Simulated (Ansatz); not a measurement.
# CH5OSi with multiplicity 2: rotation by 120° about the Si2–O3 bond

Aim: the minimum-energy path and barrier of the rotation by 120° about the Si2–O3 bond. The ends are relaxed first, then joined by a nudged elastic band. SMILES of the start: [CH2][SiH2]O.

All numbers below are computed with Ansatz 0.2.0 (UKS PBE/def2-SVP).

### 1 The starting structure

Bond lengths: C1–Si2 1.740 Å, Si2–O3 1.649 Å, C1–H4 1.081 Å, C1–H5 1.120 Å, Si2–H6 1.495 Å, Si2–H7 1.488 Å, O3–H8 0.922 Å. Angles: C1–Si2–O3 109.9°, C1–Si2–H6 110.6°, C1–Si2–H7 109.1°, O3–Si2–H6 110.1°, O3–Si2–H7 108.3°, H6–Si2–H7 108.8°, Si2–C1–H4 120.5°, Si2–C1–H5 121.0°, H4–C1–H5 117.9°, Si2–O3–H8 116.2°.

Coordinates:

```xyz
8

C    -0.8326    0.4909   -0.7444
Si    0.6084    0.0305    0.1153
O     0.2048   -0.7388    1.5168
H    -0.9309    0.2859   -1.8010
H    -1.6173    1.1259   -0.2583
H     1.4501    1.2293    0.4125
H     1.3966   -0.9118   -0.7241
H    -0.1870   -1.5689    1.4273
```

### 2 Relaxing end A

Input file input.yaml:

```yaml
crystal:
  periodic: [false, false, false]
  atoms:
    - { symbol: C, position_ang: [-0.8326, 0.4909, -0.7444] }
    - { symbol: Si, position_ang: [0.6084, 0.0305, 0.1153] }
    - { symbol: O, position_ang: [0.2048, -0.7388, 1.5168] }
    - { symbol: H, position_ang: [-0.9309, 0.2859, -1.801] }
    - { symbol: H, position_ang: [-1.6173, 1.1259, -0.2583] }
    - { symbol: H, position_ang: [1.4501, 1.2293, 0.4125] }
    - { symbol: H, position_ang: [1.3966, -0.9118, -0.7241] }
    - { symbol: H, position_ang: [-0.187, -1.5689, 1.4273] }
magnetization:
  spin_polarized: true
  initial_magnetization: 1
basis:
  gaussian: { orbitals: def2-SVP }
hamiltonian:
  xc: pbe
relax:
  f_tol: 0.015
  max_steps: 40
```

The run is started by

```console
$ ansatz run input.yaml --threads 1 --pin off --max-ram 2048MiB --backend cpu --events-out ev --progress --plain --runs-dir out
```

Standard output, shortened:

```text
Warning: RAYON_NUM_THREADS=1 ignored (pool sized by the plan → 1); use --threads N
[...]
Functional definition: PBE
[...]
787 factors; their error is unknown
[...]
mean field -11029.17281073 eV, -405.3146249526 hartree, gradient 8.2e-6 eV, S^2 0.752893; 0 other end points of the search recorded, 0 dependent functions left out
[...]
reference -11029.17284208 eV, -405.3146261047 hartree; 17, 16 occupied and 54, 55 virtual orbitals, 787 factors
relax step   1: F+E_penalty+E_count = -11029.17281073 eV  Δ(F+E_penalty+E_count) = +0.000e0 eV  max|allowed force component| = 2.587e0 eV/Å  Δτ_max = 0.0000 Å  (27 SCF iters, accepted)
[...]
relax step   6: F+E_penalty+E_count = -11029.51166080 eV  Δ(F+E_penalty+E_count) = -9.379e-4 eV  max|allowed force component| = 2.254e-2 eV/Å  Δτ_max = 0.0211 Å  (30 SCF iters, accepted)
[...]
relax step   7: F+E_penalty+E_count = -11029.51173163 eV  Δ(F+E_penalty+E_count) = -7.083e-5 eV  max|allowed force component| = 9.177e-3 eV/Å  Δτ_max = 0.0104 Å  (28 SCF iters, accepted)
787 factors; their error is unknown
[...]
mean field -11029.51173163 eV, -405.3270800659 hartree, gradient 1.3e-5 eV, S^2 0.753191; 1 other end points of the search recorded, 0 dependent functions left out
[...]
reference -11029.51176356 eV, -405.3270812391 hartree; 17, 16 occupied and 54, 55 virtual orbitals, 787 factors
Total energy: -11029.51176356 eV, -405.3270812391 hartree
Atom 0 at    -0.867515     0.522962    -0.800460 Å, force     0.000689    -0.001708     0.003764 eV/Å
Atom 1 at     0.660954    -0.007844     0.112389 Å, force     0.009177     0.001759    -0.003394 eV/Å
Atom 2 at     0.307214    -0.734825     1.594148 Å, force    -0.000852     0.000984    -0.001954 eV/Å
Atom 3 at    -0.996270     0.398388    -1.890037 Å, force     0.000251    -0.001582    -0.003191 eV/Å
Atom 4 at    -1.712569     1.022223    -0.293346 Å, force    -0.002914     0.002062     0.002299 eV/Å
Atom 5 at     1.508694     1.175272     0.490829 Å, force    -0.002774    -0.001651     0.000843 eV/Å
Atom 6 at     1.456659    -0.913980    -0.796876 Å, force    -0.002611     0.000094     0.002774 eV/Å
Atom 7 at    -0.265068    -1.519196     1.527453 Å, force    -0.000965     0.000042    -0.001141 eV/Å
Dipole moment:    -0.278909    -0.153230    -0.182545 e Å
```

Wall time 34 s (1 thread of Arm Neoverse N1, shared host); peak memory 0.14 GiB.

The steps of the relaxation:

| step | energy from step 1 (eV) | largest force component (eV/Å) |
| --- | --- | --- |
| 1 | 0.0000 | 2.5868 |
| 2 | -0.2795 | 1.1146 |
| 3 | -0.3300 | 0.2927 |
| 4 | -0.3320 | 0.3110 |
| 5 | -0.3379 | 0.1403 |
| 6 | -0.3389 | 0.0225 |
| 7 | -0.3389 | 0.0092 |

Step 1 is the start.

After: Bond lengths: C1–Si2 1.858 Å, Si2–O3 1.688 Å, C1–H4 1.104 Å, C1–H5 1.105 Å, Si2–H6 1.504 Å, Si2–H7 1.510 Å, O3–H8 0.973 Å. Angles: C1–Si2–O3 112.5°, C1–Si2–H6 111.3°, C1–Si2–H7 108.0°, O3–Si2–H6 103.7°, O3–Si2–H7 112.4°, H6–Si2–H7 109.1°, Si2–C1–H4 123.3°, Si2–C1–H5 122.2°, H4–C1–H5 114.5°, Si2–O3–H8 114.2°.

### 3 Relaxing end B

The second end starts from a geometry with the move made by hand.

Changes to input.yaml since step 2:

```diff
@@ -10,3 +10,3 @@
     - { symbol: H, position_ang: [1.3966, -0.9118, -0.7241] }
-    - { symbol: H, position_ang: [-0.187, -1.5689, 1.4273] }
+    - { symbol: H, position_ang: [0.89841, -0.91602, 2.09824] }
 magnetization:
```

The run is started by

```console
$ ansatz run input.yaml --threads 1 --pin off --max-ram 2048MiB --backend cpu --events-out ev --progress --plain --runs-dir out
```

Standard output, shortened:

```text
Warning: RAYON_NUM_THREADS=1 ignored (pool sized by the plan → 1); use --threads N
[...]
[... 1 set-up line as earlier in the session ...]
[...]
787 factors; their error is unknown
[...]
mean field -11029.19914907 eV, -405.3155928687 hartree, gradient 6.4e-6 eV, S^2 0.752957; 0 other end points of the search recorded, 0 dependent functions left out
[...]
reference -11029.19918092 eV, -405.3155940392 hartree; 17, 16 occupied and 54, 55 virtual orbitals, 787 factors
relax step   1: F+E_penalty+E_count = -11029.19914907 eV  Δ(F+E_penalty+E_count) = +0.000e0 eV  max|allowed force component| = 2.488e0 eV/Å  Δτ_max = 0.0000 Å  (28 SCF iters, accepted)
[...]
relax step   4: F+E_penalty+E_count = -11029.48361572 eV  Δ(F+E_penalty+E_count) = -1.104e-3 eV  max|allowed force component| = 2.650e-1 eV/Å  Δτ_max = 0.0828 Å  (29 SCF iters, accepted)
[...]
reference -11029.49472629 eV, -405.3264551310 hartree; 17, 16 occupied and 54, 55 virtual orbitals, 787 factors
Total energy: -11029.49472629 eV, -405.3264551310 hartree
Atom 0 at    -0.866613     0.527414    -0.776738 Å, force     0.008900    -0.002813     0.008255 eV/Å
Atom 1 at     0.661181    -0.016700     0.106256 Å, force     0.003622     0.004516    -0.008423 eV/Å
Atom 2 at     0.173300    -0.652409     1.588372 Å, force    -0.004834    -0.004280     0.009273 eV/Å
Atom 3 at    -0.896746     0.691881    -1.867384 Å, force    -0.000909     0.000685    -0.000143 eV/Å
Atom 4 at    -1.806419     0.742487    -0.239877 Å, force    -0.006138     0.000681    -0.003489 eV/Å
Atom 5 at     1.613749     1.143831     0.321746 Å, force     0.000531     0.000992    -0.001717 eV/Å
Atom 6 at     1.405826    -1.025568    -0.738839 Å, force    -0.000464    -0.000727    -0.002509 eV/Å
Atom 7 at     0.893233    -0.815056     2.221503 Å, force    -0.000708     0.000946    -0.001248 eV/Å
Dipole moment:     0.141539     0.031946     0.053575 e Å
```

It took 56 s on 1 thread of Arm Neoverse N1, shared host; peak memory 0.14 GiB.

Relaxation path:

| step | energy from step 1 (eV) | largest force component (eV/Å) |
| --- | --- | --- |
| 1 | 0.0000 | 2.4879 |
| 2 | -0.2388 | 1.2109 |
| 3 | -0.2834 | 0.2643 |
| 4 | -0.2845 | 0.2650 |
| 5 | -0.2900 | 0.0945 |
| 6 | -0.2932 | 0.0472 |
| 7 | -0.2947 | 0.0281 |
| 8x | -0.2946 | 0.1846 |
| 9 | -0.2950 | 0.0253 |
| 10 | -0.2953 | 0.0417 |
| 11 | -0.2954 | 0.0326 |
| 12 | -0.2955 | 0.0093 |

Step 1 is the start. 1 step was tried and not accepted (marked x).

After: Bond lengths: C1–Si2 1.847 Å, Si2–O3 1.685 Å, C1–H4 1.103 Å, C1–H5 1.103 Å, Si2–H6 1.517 Å, Si2–H7 1.512 Å, O3–H8 0.972 Å. Angles: C1–Si2–O3 107.0°, C1–Si2–H6 111.2°, C1–Si2–H7 109.7°, O3–Si2–H6 110.2°, O3–Si2–H7 112.5°, H6–Si2–H7 106.3°, Si2–C1–H4 122.6°, Si2–C1–H5 122.0°, H4–C1–H5 115.4°, Si2–O3–H8 114.9°.

### 4 Nudged elastic band

crystal.atoms is end A as relaxed above, and neb.final_atoms is end B, turned to lie on A. With 5 inner images the band has 7 in all.

Input file input.yaml:

```yaml
crystal:
  periodic: [false, false, false]
  atoms:
    - { symbol: C, position_ang: [-0.867515, 0.522962, -0.80046] }
    - { symbol: Si, position_ang: [0.660954, -0.007844, 0.112389] }
    - { symbol: O, position_ang: [0.307214, -0.734825, 1.594148] }
    - { symbol: H, position_ang: [-0.99627, 0.398388, -1.890037] }
    - { symbol: H, position_ang: [-1.712569, 1.022223, -0.293346] }
    - { symbol: H, position_ang: [1.508694, 1.175272, 0.490829] }
    - { symbol: H, position_ang: [1.456659, -0.91398, -0.796876] }
    - { symbol: H, position_ang: [-0.265068, -1.519196, 1.527453] }
magnetization:
  spin_polarized: true
  initial_magnetization: 1
basis:
  gaussian: { orbitals: def2-SVP }
hamiltonian:
  xc: pbe
neb:
  order_check: false
  images: 5
  f_tol: 0.03
  max_iterations: 60
  initial_path: idpp
  final_atoms:
    - { symbol: C, position_ang: [-0.8898059, 0.59441625, -0.89432953] }
    - { symbol: Si, position_ang: [0.51678054, -0.12078671, 0.06478061] }
    - { symbol: O, position_ang: [-0.14826515, -0.93105833, 1.3838696] }
    - { symbol: H, position_ang: [-0.79391078, 0.90501437, -1.94874834] }
    - { symbol: H, position_ang: [-1.878676, 0.77072868, -0.4374255] }
    - { symbol: H, position_ang: [1.46534826, 0.96341675, 0.53951849] }
    - { symbol: H, position_ang: [1.32824424, -1.03431133, -0.82600322] }
    - { symbol: H, position_ang: [0.49238378, -1.20441969, 2.0624379] }
```

The run is started by

```console
$ ansatz run input.yaml --threads 1 --pin off --max-ram 2048MiB --backend cpu --events-out ev --progress --plain --runs-dir out
```

Standard output, shortened:

```text
Warning: RAYON_NUM_THREADS=1 ignored (pool sized by the plan → 1); use --threads N
[...]
[... 1 set-up line as earlier in the session ...]
[...]
787 factors; their error is unknown
[...]
mean field -11029.51173415 eV, -405.3270801586 hartree, gradient 8.9e-6 eV, S^2 0.753191; 0 other end points of the search recorded, 0 dependent functions left out
[...]
reference -11029.51176594 eV, -405.3270813267 hartree; 17, 16 occupied and 54, 55 virtual orbitals, 787 factors
787 factors; their error is unknown
[...]
mean field -11029.49469189 eV, -405.3264538669 hartree, gradient 3.4e-5 eV, S^2 0.753255; 0 other end points of the search recorded, 0 dependent functions left out
[...]
reference -11029.49472436 eV, -405.3264550602 hartree; 17, 16 occupied and 54, 55 virtual orbitals, 787 factors
NEB end point (image 0): max|allowed force component| = 9.110e-3 eV/Å (the criterion of neb.relax_end_points is 1.000e-2)
[...]
Total energy: -11029.47786935 eV, -405.3258356499 hartree
Atom 0 at    -0.824666     0.662367    -0.856324 Å, force     0.001983     0.003346     0.003509 eV/Å
Atom 1 at     0.569521    -0.092573     0.099961 Å, force    -0.008181    -0.000960    -0.002256 eV/Å
Atom 2 at     0.085567    -0.541954     1.651227 Å, force     0.002147     0.000259     0.000205 eV/Å
Atom 3 at    -0.656086     1.309012    -1.735780 Å, force    -0.003099    -0.000814    -0.000806 eV/Å
Atom 4 at    -1.884817     0.500548    -0.594255 Å, force    -0.001082     0.000172    -0.003183 eV/Å
Atom 5 at     1.682291     0.915476     0.214574 Å, force     0.002819    -0.004833    -0.000009 eV/Å
Atom 6 at     1.112804    -1.309557    -0.624072 Å, force     0.005189     0.002662     0.002212 eV/Å
Atom 7 at     0.007486    -1.500319     1.788770 Å, force     0.000224     0.000167     0.000328 eV/Å
Dipole moment:    -0.098949    -0.228771    -0.119907 e Å
this run last wrote the band of iteration 20 to <dir>; this run last wrote the band within `neb.f_tol` of iteration 18 to <dir>
```

It took 6.4 min on 1 thread of Arm Neoverse N1, shared host; peak memory 0.13 GiB.

[end of part 1 of 2]
